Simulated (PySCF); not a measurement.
C3H3S2 (charge +1).
Numbering: `[cH:1]1[cH:2][s:3][cH+:4][s:5]1`

Probes without a nucleus sit at each ring's centroid and 1 Å off its mean plane on both sides; NICS is minus the shielding there, NICSzz its component along the normal. Level: GIAO B97-2/pcSseg-2 (PySCF, non-relativistic, gas phase) on the PBE0-D3(BJ)/def2-SVP geometry, one conformer.

Ring bond lengths (Å): C1–C2 1.359, C2–S3 1.714, S3–C4 1.671, C4–S5 1.671, S5–C1 1.714.

Task: Give the NICS values of each ring in ppm.

Result: 
| ring | type | NICS(0) | NICS(1), two faces | NICS(1)zz, two faces | rms pucker (Å) | centre to ring atoms, mean (Å) |
| --- | --- | --- | --- | --- | --- | --- |
| C1–C2–S3–C4–S5 | 5-membered ring with 2 S; formal bonds all aromatic | -13.9 | -11.4 / -11.4 | -30.3 / -30.3 | 0.00 | 1.38 |

Task: What do they say, and how far can they be read as aromaticity?

Result: 
- C1–C2–S3–C4–S5: mean NICS(1)zz -30.3 ppm, shielded. For a flat ring without four-coordinate atoms the NICS criterion counts such a value as aromatic.

Task: And the bond-length index? HOMA = 1 − mean of α(R − Ropt)² over the ring bonds, with Krygowski's 1993 parameters (CC: Ropt 1.388 Å, α 257.7 Å⁻²; CS: Ropt 1.677 Å, α 94.09 Å⁻²).

Result: 
- C1–C2–S3–C4–S5: HOMA 0.90; the largest term is that of C1–C2, α(R − Ropt)² = 0.21. The geometric and the magnetic index point the same way.

Task: At the first NICS(1) probe listed for ring C1–C2–S3–C4–S5, 1 Å off the ring, how large is the induced field along the normal in 14.1 T applied along it?

Result: NICSzz × B0 = -30.3 ppm × 14.1 T = -427 μT, against the applied field.

Task: Give the inner angles of the rings.

Result: 
- C1–C2–S3–C4–S5: C1 115.8°, C2 115.8°, S3 95.6°, C4 117.1°, S5 95.6°; sum 540.0° against 540° for a flat convex ring.

Task: How do the values depend on the level or the medium?

Result: 
```json
{"level": "B97-2/pcSseg-2, gas", "NICS(0), C1–C2–S3–C4–S5": "-13.9", "mean NICS(1)zz, C1–C2–S3–C4–S5": "-30.3"}
{"level": "PBE0/pcSseg-1, gas", "NICS(0), C1–C2–S3–C4–S5": "-13.7", "mean NICS(1)zz, C1–C2–S3–C4–S5": "-30.5"}
{"level": "PBE0/pcSseg-1, IEF-PCM chloroform", "NICS(0), C1–C2–S3–C4–S5": "-13.6", "mean NICS(1)zz, C1–C2–S3–C4–S5": "-30.3"}
```

The geometry is the same throughout; the continuum's cavity takes Bondi-type radii × 1.2.
